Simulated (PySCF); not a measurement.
# Removing an electron from `[NH3+][BH2-]O`

Compound: BH6NO.
Cartesian coordinates in Å at the PBE0-D3(BJ)/def2-SVP level; atoms count from 1:
```xyz
9
BH6NO angstrom
N     -0.706    0.367    0.356
B      0.947    0.107    0.181
O      1.394    1.104   -0.735
H     -0.911    1.269    0.788
H     -1.134    0.362   -0.571
H     -1.137   -0.370    0.916
H      1.369    0.186    1.339
H      0.955   -1.038   -0.276
H      1.928    1.764   -0.291
```

Level: CAM-B3LYP/def2-SVPD (PySCF). Frontier orbitals with their largest atomic shares (Löwdin; up to four atoms above 4 %):

```json
{"orbital": "HOMO−3", "ε (eV)": "-12.12", "main atoms": "O3 42 %, B2 22 %, N1 15 %, H7 11 %"}
{"orbital": "HOMO−2", "ε (eV)": "-11.09", "main atoms": "O3 48 %, B2 25 %, H8 16 %, N1 4 %"}
{"orbital": "HOMO−1", "ε (eV)": "-9.28", "main atoms": "O3 48 %, B2 19 %, H7 17 %, N1 10 %"}
{"orbital": "HOMO", "ε (eV)": "-8.57", "main atoms": "?"}
{"orbital": "LUMO", "ε (eV)": "0.51", "main atoms": "B2 29 %, H4 16 %, H6 16 %, N1 15 %"}
{"orbital": "LUMO+1", "ε (eV)": "1.78", "main atoms": "O3 31 %, B2 22 %, H9 16 %, H6 8 %"}
{"orbital": "LUMO+2", "ε (eV)": "2.25", "main atoms": "B2 23 %, H4 22 %, H6 15 %, O3 12 %"}
```

What vertical ionisation energy does ΔSCF give, and how far is −ε(HOMO) from it?

ΔSCF: 9.74 eV (940 kJ/mol; threshold wavelength 127 nm); ⟨S²⟩ of the doublet left behind is 0.758, against 0.75 for a pure doublet. −ε(HOMO) is 8.57 eV, 1.17 eV below it. For the exact functional −ε(HOMO) would equal the first vertical ionisation energy; CAM-B3LYP (range-separated hybrid) falls short of its own ΔSCF value by 12 %.

On which atoms does the HOMO lie?

O3 (boron-bound oxygen) 35 %, B2 (four-coordinate boron) 26 %, H8 (B–H hydrogen) 20 %, H7 (B–H hydrogen) 9 %, so no atom holds as much as 40 %. The HOMO−1 lies 0.71 eV lower.

What total energies stand behind the ΔSCF value?

E(N) = -158.30962 Eh and E(N − 1) = -157.95165 Eh at the same geometry, 0.35797 Eh apart.

With α = 35.5 au, estimate the like-pair dispersion coefficient by London's formula C6 = (3/4)α²I.

I = 0.3580 Eh, so C6 ≈ 338 au, a rough estimate.

How many of the 10 lowest singlet excitations (vertical TDDFT, same level) lie below the ionisation energy?

All 10; they run from 6.18 to 8.83 eV.

Shift the occupied levels rigidly so that −ε(HOMO) equals the ΔSCF value. What binding energies result?

The shift is +1.17 eV: HOMO 9.74, HOMO−1 10.45, HOMO−2 12.26, HOMO−3 13.29 eV. A rigid shift is only a rough guide to the deeper ionisations.

One conformer (not necessarily the lowest) at the PBE0-D3(BJ)/def2-SVP geometry, without solvent, vibrations or thermal averaging.

The run behind these numbers computed excited states and ΔSCF ions as well. The run took 20 s on Arm Neoverse V1, one thread, on a shared host.
